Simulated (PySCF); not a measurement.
Working out the electron affinity of P

P⁻ [Ne] 3s2 3p4 (3P) → P [Ne] 3s2 3p3 (4S). Calculation: PySCF 2.14, in x2c-QZVPPall with one added diffuse shell each of s, p, d, f type (10s7p5d3f1g, 86 functions); scalar relativity by spin-free X2C-1e. Frozen: [Ne]. Energies in hartree (1 hartree = 27.21139 eV):

```json
{"part": "UHF", "P⁻ (lower)": "-341.524621", "P (upper)": "-341.536987"}
{"part": "CCSD correlation", "P⁻ (lower)": "-0.139296", "P (upper)": "-0.105398"}
{"part": "(T)", "P⁻ (lower)": "-0.007234", "P (upper)": "-0.004609"}
```

Problem. What does Hartree-Fock give?

Solution. (-341.536987) − (-341.524621) = -0.012366 hartree = -0.336 eV.

Problem. What do CCSD and CCSD(T) give?

Solution. The CCSD correlation energies differ by 0.033898 hartree = 0.922 eV and the triples by 0.002625 hartree = 0.071 eV, so CCSD gives 0.586 eV and CCSD(T) 0.657 eV.

Reference: 0.747 eV (measured; photodetachment measurements, as compiled on the Wikipedia data page of electron affinities), between the lowest levels; spin-orbit coupling is absent from the calculation.

What remains against the reference includes basis incompleteness, the frozen core and higher excitations.
